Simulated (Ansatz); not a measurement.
The same path of AlClH2 (4 atoms, charge 0, multiplicity 1) was run twice with different band settings. Lost on the way: Al1–Cl2, Al1–H3. Made: Cl2–H3.

Level of theory: RKS PBE0/def2-SVP (Ansatz).

Relaxed end points:

```xyz
4
Properties=species:S:1:pos:R:3
Al 0.460 0.000 0.121
Cl 0.819 0.000 2.197
H 1.714 0.000 -0.837
H -1.046 0.000 -0.356
```

```xyz
4
Properties=species:S:1:pos:R:3
Al -0.429 0.000 -1.024
Cl 1.369 0.000 1.253
H 2.504 0.000 0.642
H -1.497 0.000 0.253
```

Common settings: movable images 7; climbing image yes; spring 5.0 eV/Å²; start path through a guess of the saddle point; force threshold 0.03 eV/Å; iteration limit 60; end points relaxed.

| run | optimiser | largest step |
| --- | --- | --- |
| 1 | quadratic models (default) | default |
| 2 | lbfgs | 0.02 Å |

**Question.** What does each run give, and how far can it be trusted?

**Answer.** Run 1: converged after 10 iterations, highest image 3.068 eV above the first end. Neighbouring images differ by up to 1.3 eV, so the band resolves the path poorly. A vibrational analysis at the climbing image gives one clearly imaginary mode, 790i cm⁻¹: a first-order saddle point.
Run 2: converged after 52 iterations, highest image 3.069 eV above the first end. Another band between the same ends (7 images) ends at a top of the same energy, where a vibrational analysis finds 1 clearly imaginary mode.
The orbitals stay closed-shell, which can raise the energy where a bond breaks towards radicals; this wasn't checked here.
